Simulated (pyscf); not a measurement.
Elementary routes open to Cl–BH–Cl + ammonia (NH₃) in the gas phase (singlet surface):
A. hydrogen chloride (HCl) + H₂N–BH–Cl (B–Cl, H–N broken; Cl–H, B–N formed)
B. H₂N–B(Cl)–Cl + hydrogen (H₂) (B–H, H–N broken; B–N, H–H formed)

Optimised with ωB97X-D3(BJ)/def2-SVP in PySCF.

Question: Rank the routes by free-energy barrier at 298 K, lowest first, for ωB97M-D3(BJ)/def2-TZVP energies (ideal gas, 1 atm, RRHO with modes under 100 cm⁻¹ raised to 100, one conformer, R ln 2 for chiral ones without a mode under 150 cm⁻¹).

Answer: A (13.0 kcal/mol), B (27.4 kcal/mol)

Route A is the fastest of these, ahead of the next by 14.4 kcal/mol. The most stable products are those of B (ΔG = -25.8 kcal/mol), whose barrier is 14.4 kcal/mol higher: the kinetic and the thermodynamic product differ. At 1200 K A is still the fastest. A: On the reactant side the descent ends in an adduct with a B–N contact (not fully relaxed), 28.9 kcal/mol under the separated species and 33.3 kcal/mol under the saddle at ωB97X-D3(BJ)/def2-TZVP. B: On the reactant side the descent ends in an adduct with a B–N contact (not fully relaxed), 28.3 kcal/mol under the separated species and 46.1 kcal/mol under the saddle at ωB97X-D3(BJ)/def2-TZVP. Only these routes are compared; each barrier is that of the saddle found, and lower ones may exist.
